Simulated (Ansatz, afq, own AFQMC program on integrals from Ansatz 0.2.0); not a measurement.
AFQMC on a folder of integrals that Ansatz 0.2.0 wrote.

```yaml
crystal:
  periodic: [false, false, false]
  atoms:
    - {symbol: C, position_ang: [0.000000, 0.000000, 0.000000]}
    - {symbol: H, position_ang: [0.559581, 0.561340, 0.560637]}
    - {symbol: H, position_ang: [-0.562739, -0.558418, 0.560394]}
    - {symbol: H, position_ang: [-0.558295, 0.559695, -0.563555]}
    - {symbol: H, position_ang: [0.561453, -0.562617, -0.557476]}
basis:
  gaussian: {orbitals: 6-31G}
magnetization: {spin_polarized: false}
correlation: {method: ccsd_t, electrons: outside_noble_gas, hamiltonian_folder: ham}
```

```sh
$ ansatz run in.yaml --threads 1 --pin off --events-out ev --progress --plain --max-ram 24576MiB --backend cuda --devices 0, --max-vram 18GiB
```

afq runs on the folder ham with

```
--method phaseless --trial cid --walkers 10 --populations 1 --least-time 40 --time-step 0.005 --steps-per-block 5 --equilibration-blocks 240 --max-blocks 800 --target-error 0.00068 --factor-cut 1e-05 --seed 1638 --release-times 0.3,0.6,0.9,1.2 --release-step 0.02 --release-every 40 --taylor-order 8
```

Times are imaginary, in 1/Eh. The walk had a cap of 60 s.

Log:

```
orbitals 16  electrons 4 4  factors 106 of 255
reference energy -40.13847294 Eh
CCSD correlation -0.10695116 Eh in 6 cycles, weight of the determinant in the CISD state 0.9576
energy of the start -40.245424 Eh
 block  time / (1/Eh)  mean weight  energy / Eh
     1     0.025  0.9990  -40.245274
     2     0.050  1.0008  -40.245142
     3     0.075  1.0009  -40.245096
     4     0.100  0.9979  -40.244957
     5     0.125  1.0003  -40.244731
     9     0.225  1.0000  -40.244616
    79     1.975  1.0031  -40.245283
   183     4.575  1.0021  -40.245987
   287     7.175  0.9982  -40.245881
   391     9.775  1.0012  -40.245411
   495    12.375  0.9999  -40.245145
   599    14.975  0.9979  -40.245908
   651    16.275  1.0012  -40.256580
   703    17.575  1.0014  -40.244828
   729    18.225  1.0036  -40.244437
   807    20.175  0.9970  -40.246302
   911    22.775  0.9952  -40.244657
  1015    25.375  1.0025  -40.246428
blocks merged  error / Eh  count
     1  0.000092  800
     2  0.000128  400
     4  0.000174  200
     8  0.000232  100
    16  0.000321  50
    32  0.000354  25
    64  0.000358  12
released: time / (1/Eh)  energy / Eh  error  mean overlap
  0.30  -40.246728  0.000448  0.9661
  0.60  -40.246584  0.000298  0.9954
  0.90  -40.246478  0.000428  0.9732
  1.20  -40.246947  0.000329  0.9409
energy -40.246234 +/- 0.000354 Eh
(rows thinned)
```

The run failed at least one of its tests; the cautions name the faults.

Against this walk (error 9.6 meV) on the same determinant: CCSD(T) 10.8 meV lower (within the noise), CCSDT(Q) 17.3 meV lower (within the noise), CCSDTQ 17.3 meV lower (within the noise), full CI 17.4 meV lower (within the noise), a separate phaseless walk with a CISD trial and standard settings 19.6 ± 9.7 meV lower. The error is statistical and leaves out the bias of the constraint. Released to 1.20 1/Eh the energy moves by -19 ± 13 meV (both errors), within twice the noise.

Cautions: constraint bias not in the error; error not settled; the sampling time fell short of the least asked; so few walkers bias the energy.

The walk took 39 s on 1 × NVIDIA H100 80GB HBM3 with 2 threads of AMD EPYC 7R13 Processor (Zen 3) (shared host) (the card was shared). The log's last line is the phaseless energy.

CCSDT and higher add their correlation energy to the determinant of the CCSD(T) run, since their own runs factorise the integrals more tightly (a shift of under 2 meV). A walk keeps the symmetry of its determinant, which the program's search chose and which needn't be the lowest solution, so a lower state of the same spin and another symmetry isn't excluded.
